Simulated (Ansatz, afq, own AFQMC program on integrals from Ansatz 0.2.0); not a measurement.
**N, quartet → N⁺, triplet, worked out**

A free N atom.

Both states at this geometry.

Basis cc-pVTZ. Only valence electrons are correlated. AFQMC by an in-house program on the Cholesky factors that Ansatz 0.2.0 writes for its CCSD(T) run. ph-AFQMC/CISD is guided by a CISD state made of CCSD amplitudes; releasing the constraint for a short imaginary time cuts its bias at the price of noise, slowly where states lie close. Error bars are statistical, one sigma.

Total energies in eV. CBS is CCSD(T) at the limit of def2-TZVPP/QZVPP (extrapolated itself); the highest rung of each member is named.

```json
{"member": "N⁺, triplet", "count": "+1", "CCSD(T)/cc-pVTZ": "-1468.9881", "highest rung in cc-pVTZ": "-1468.9977", "which": "FCI", "CCSD(T)/CBS": "-1469.3298"}
{"member": "N, quartet", "count": "-1", "CCSD(T)/cc-pVTZ": "-1483.4207", "highest rung in cc-pVTZ": "-1483.4306", "which": "FCI", "CCSD(T)/CBS": "-1483.8573"}
```

Problem. Work out the best estimate of the vertical ionization energy: the CCSD(T)/CBS difference plus the step from CCSD(T) to the highest rung.

Solution. Sums with the counts: CCSD(T)/CBS 14.5275 eV, highest rung 14.4329 eV, CCSD(T)/cc-pVTZ 14.4326 eV. The step is 14.4329 − 14.4326 = 0.0003 eV, so the best estimate is 14.5275 + (0.0003) = 14.5278 eV. The basis set is worth 0.095 eV of it. Zero-point, core-correlation and spin–orbit terms aren't in it.

Best estimates are given only where the step beyond CCSD(T) is under 0.3 eV and no member's determinant is very poor (T1 over 0.05, or 0.07 for open shells, ⟨S²⟩ too high by 0.3, two states mixed), so the hardest cases are missing from such tables.

Each member of a difference takes its own highest rung, so a best estimate needn't equal the limit plus the step of one row.
